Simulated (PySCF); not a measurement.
# BH6P (borane phosphine): the cost of one run

Computed with PySCF 2.14.0, with density-fitted response routines of our own, on a single molecule in the gas phase. Atoms count from 0, in the outputs and in this text.

## Step 1: The starting structure

8 atoms, charge 0, multiplicity 1; geometry from: GFN2-xTB. The atoms were then displaced at random by about 0.03 Å, so the start is not that level's minimum.

Bonds of the start (Å): B0–P1 1.84, B0–H2 1.26, B0–H3 1.10, B0–H4 1.27, P1–H5 1.41, P1–H6 1.40, P1–H7 1.41.

## Step 2: Geometry optimisation at PBE0-D3(BJ)/def2-SVP

Job settings and geometry (Å):

```
{"job": {"xc": "PBE0", "basis": "def2-SVP", "d3": "d3bj", "grid": 1, "shake": 0.03, "kind": "geom"}, "charge": 0, "multiplicity": 1}
B     -1.033810    -0.199440     0.028840
P      0.779830     0.091150    -0.025260
H     -1.547650     0.630010     0.819010
H     -1.145080    -1.262070     0.297460
H     -1.460970     0.121120    -1.120750
H      1.367090     1.331610    -0.366400
H      1.592840    -0.679630    -0.870160
H      1.604100    -0.099580     1.104420
```

Launch:

```bash
OMP_NUM_THREADS=1 python probes_run.py task.json out
```

One launch serves the whole session: the jobs run in the order shown.

Q: Estimate the wall time and peak memory of this first job on 1 thread of Arm Neoverse V2, shared host.

About 4.5 s, with a peak of 0.27 GiB.
